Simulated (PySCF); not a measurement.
**Cost of excited-state runs on `ClCl`, Cl2**

Mapped SMILES: `[Cl:1][Cl:2]`.

PySCF with density fitting, on 1 thread of an Arm Neoverse V1, shared host. Command: `OMP_NUM_THREADS=1 python excited_run.py task.json out`

Problem. How long does each of these runs take, and how much memory?
- vibronic structure, CAM-B3LYP/def2-TZVP; Tamm-Dancoff; with frequencies; grid level 1
- excited-state relaxation, CAM-B3LYP/def2-TZVP; state S1; TDA; with frequencies; grid level 1
- excited-state relaxation, CAM-B3LYP/def2-TZVP; state T1; TDA; grid level 1
- excited-state relaxation, CAM-B3LYP/def2-TZVP; state T1; UKS; with frequencies; grid level 1

Solution. 
| run | level | basis functions | wall time | peak memory (GiB) |
| --- | --- | --- | --- | --- |
| vibronic structure | CAM-B3LYP/def2-TZVP | 74 | 2 s | 0.35 |
| excited-state relaxation | CAM-B3LYP/def2-TZVP | 74 | 32 s | 0.37 |
| excited-state relaxation | CAM-B3LYP/def2-TZVP | 74 | 9.1 s | 0.37 |
| excited-state relaxation | CAM-B3LYP/def2-TZVP | 74 | 20 s | 0.37 |

Times from a shared host are rough.
